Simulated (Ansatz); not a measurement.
# PH₃+ (quartet): wave-function methods side by side, 6-31G

Aim: climb from Hartree-Fock through coupled cluster and multireference methods for PH₃+ (quartet) at one geometry and basis, and see what each rung misses.

Method: 6-31G, core rule «outside noble gas», up to 5 orbitals frozen; program: Ansatz 0.2.0, Gaussian basis.

To be run: UHF; CCSD(T) on ROHF; CCSD(T) on UHF; BCCD(T) on ROHF; CISD; CCSDT(Q) on ROHF; CCSDT(Q) on UHF; CISDTQ; CCSDTQ on ROHF; CCSDTQ on UHF; CASSCF and MRCISD+Q, 7 electrons in 7 orbitals; CASSCF and NEVPT2, 7 electrons in 7 orbitals; Full CI.

15 further runs of the same task are left out: 7 that didn't finish, 8 set aside as unsound or not needed.

### Step 1. The geometry

The geometry is a PBE0/def2-TZVP stationary point (not a proven minimum) of the parent state, kept for this charge and spin.

4 atoms, charge 1, spin multiplicity 4.

Atoms are counted from 1 here; the program's logs count them from 0.

Bond lengths: P1–H2 1.405 Å, P1–H3 1.405 Å, P1–H4 1.405 Å. Angles: H2–P1–H3 113.3°, H2–P1–H4 113.3°, H3–P1–H4 113.3°.

As a file:

```xyz
4

P     0.0001    0.0000   -0.0329
H     1.3541    0.0145    0.3407
H    -0.6904    1.1668    0.3342
H    -0.6661   -1.1799    0.3374
```

### Step 2. UHF

Input file in.yaml:

```yaml
crystal:
  periodic: [false, false, false]
  atoms:
    - {symbol: P, position_ang: [0.000079, -0.000045, -0.032941]}
    - {symbol: H, position_ang: [1.354052, 0.014506, 0.340675]}
    - {symbol: H, position_ang: [-0.690409, 1.166785, 0.334178]}
    - {symbol: H, position_ang: [-0.666085, -1.179917, 0.337423]}
basis:
  gaussian: {orbitals: 6-31G}
total_charge: 1
magnetization: {spin_polarized: true, initial_magnetization: 3}
hamiltonian: {xc: hf}
output: {orbitals: {seedname: orbitals}}
```

The run is started by

```bash
ansatz run in.yaml --threads 1 --pin off --events-out ev --progress --plain --max-ram 2393MiB
```

After this run come: CCSD(T) on ROHF; CCSD(T) on UHF; BCCD(T) on ROHF; CISD; CCSDT(Q) on ROHF; CCSDT(Q) on UHF; CISDTQ; CCSDTQ on ROHF; CCSDTQ on UHF; CASSCF and MRCISD+Q, 7 electrons in 7 orbitals; CASSCF and NEVPT2, 7 electrons in 7 orbitals; Full CI.

**Question.** What will the summary of the whole plan be? Wanted: FCI from the RHF energy; RMP2 from FCI; UMP2 from FCI; RCCSD from FCI; RCCSD(T) from FCI; UCCSD(T) from FCI; RCCSDT(Q) from FCI; UCCSDT(Q) from FCI; T1 diagnostic.

As calculated:

| quantity | value |
| --- | --- |
| FCI from the ROHF energy | -1.6925 eV |
| RMP2 from FCI | +98.7 kJ/mol |
| UMP2 from FCI | +98.6 kJ/mol |
| RCCSD from FCI | +11.6 kJ/mol |
| RCCSD(T) from FCI | +4.4 kJ/mol |
| UCCSD(T) from FCI | +4.7 kJ/mol |
| RCCSDT(Q) from FCI | +0.1 kJ/mol |
| UCCSDT(Q) from FCI | +0.1 kJ/mol |
| levels within 1 kcal/mol (43 meV) | RCCSDT, UCCSDT, CISDTQ, RCCSDT(Q), UCCSDT(Q), RCCSDTQ, UCCSDTQ |
| T1 diagnostic | 0.036 |
| effectively unpaired electrons | 3.12 |

What this shows: RCCSD(T) misses by +4.4 kJ/mol, 2.7 % of the correlation energy. One determinant dominates. Coupled cluster took another determinant than the lowest Hartree-Fock one. These misses are within one basis, not against nature; the frozen cores of restricted and unrestricted runs differ, which can shift their rows.

Levels on UHF freeze UHF's core orbitals, full CI those of ROHF, so the U rows can settle a little off it for that reason alone.

With open shells the CI space here admits some triples and quadruples, so it is larger than plain CISD.
